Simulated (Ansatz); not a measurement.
Computed with Ansatz on PBE0-D4/def2-TZVP structures; ΔE is electronic, products minus reactants. CBS: MP2 limit from def2 TZ/QZ plus the TZ coupled-cluster correction, frozen cores. This one scheme is used for every species, atoms too. Functionals use def2-TZVPP. B3LYP here is the variant with VWN-RPA as its local correlation; programs differ in this. No spin–orbit coupling; open shells (•) take unrestricted orbitals. Spin–orbit coupling would lower the free atoms: a little for C, F. One conformer a species, not always the lowest.

`FCCCF` → 3 C• + 2 F• + 6 H•  (atomization)

**Question.** What is ΔE at CCSD(T)/CBS? (Estimate.)

**Answer.** Ansatz gave: +44.36 eV.

**Question.** What do these levels give: B3LYP-D4, PBE, BLYP, r2SCAN, CCSD/def2-TZVPP, MP2/def2-QZVPP? (Estimate.)

**Answer.** Ansatz gave: B3LYP-D4 44.32, PBE 45.30, BLYP 43.94, r2SCAN 44.42, CCSD/def2-TZVPP 42.74, MP2/def2-QZVPP 44.74 eV.

**Question.** What do rigid-rotor, harmonic-oscillator terms from PBE0-D4/def2-TZVP frequencies (298.15 K, 1 bar) make of the CCSD(T)/CBS value? (Best estimate.)

**Answer.** The calculation gave: ΔZPE = -2.45 eV, ΔH = +42.44 eV, ΔS = 1175 J/(mol·K), ΔG = +38.81 eV. Open shells count their whole term as degenerate.

Largest T1 diagnostic among the species: 0.010.

From r2SCAN to r2SCAN0 (25 % exact exchange), in def2-TZVPP and without D4, ΔE moves by −0.70 eV: exact exchange takes away binding that semilocal exchange gives to molecules. At CCSD(T), def2-SVP lies −1.87 eV from the extrapolated value and def2-TZVPP −1.02 eV: correlation converges slowly with the basis, and small sets miss more of it in the bonded molecule than in its fragments. The D4 term adds +0.26 eV with B3LYP and +0.13 eV with PBE0; it sums over pairs of atoms, weighted by their polarisabilities, and B3LYP, whose exchange is more repulsive, gets the larger term.

For atomizations the MP2-based limit and the directly extrapolated one differ by several kJ/mol either way, and by 10 to 25 for some Ge, Se and Sn compounds, so smaller differences from it don't rank the levels.
